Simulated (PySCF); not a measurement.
An unknown is described by computed data only.

Formula: BCl2H.

* Rotational structure: rotational constants A, B, C: 46.614, 3.169, 2.967 GHz [PBE0-D3(BJ)/def2-SVP]
* XPS: B1s 198.9, Cl2p3/2 207.0 (×2), Cl1s 2829.6 (×2) eV [ΔSCF SCAN, pcX-2 on the ionised atom, pcseg-1 elsewhere, spin-free X2C, 2p3/2 from a spin–orbit splitting computed afterwards within the 2p shell]
* Dipole: 0.58 D [wB97X-D/def2-SVPD]
* NMR, other nuclei: isotropic shieldings of nuclei other than C and H, by class: 35 (1 B), 619 (2 Cl) ppm [GIAO B3LYP/pcSseg-1]
* Polarisability: 41.9 au [wB97X-D/def2-SVPD]
* Triplet: lowest triplet excitation (Tamm–Dancoff): 5.54 eV [TDA wB97X-D/def2-SVPD]
* 1H NMR: chemical shifts (computed TMS as zero) by class: 6.33 (1 H) ppm [GIAO B3LYP/pcSseg-1]
* UV, first state: lowest singlet excitation: 5.91 eV (210 nm, f = 0.001) [TDDFT wB97X-D/def2-SVPD]
* UV, strongest line: among the 10 lowest singlet transitions: S3 at 7.12 eV (174 nm, f = 0.160) [TDDFT wB97X-D/def2-SVPD]

The electronic properties come from PySCF, for the isolated species, density fitting. Levels stand in brackets. Geometry: PBE0-D3(BJ)/def2-SVP; no solvent, vibrations or thermal averaging. Each NMR value is the plain mean over a class of atoms that symmetry, rotation or inversion makes alike.

Q: Propose a structure and show how it fits.

A: The one hydrogen (6.33 ppm): hydrogen on boron. The other shieldings belong to: 35 ppm, boron bonded to 2 Cl and H; 619 ppm, chlorine bonded to B. The core levels belong to: B1s 198.9 eV, boron bonded to 2 Cl and H; Cl2p3/2 207.0 eV, chlorine bonded to B; Cl1s 2829.6 eV, chlorine bonded to B. The hole state at 198.9 eV has ⟨S²⟩ = 0.82 against 0.75, so that value is less sure. The optimised geometry has point group C2v and is an asymmetric top. Structure: `[H]B(Cl)Cl`. The assignments are read from this structure; whether some other isomer fits the data as well wasn't checked.
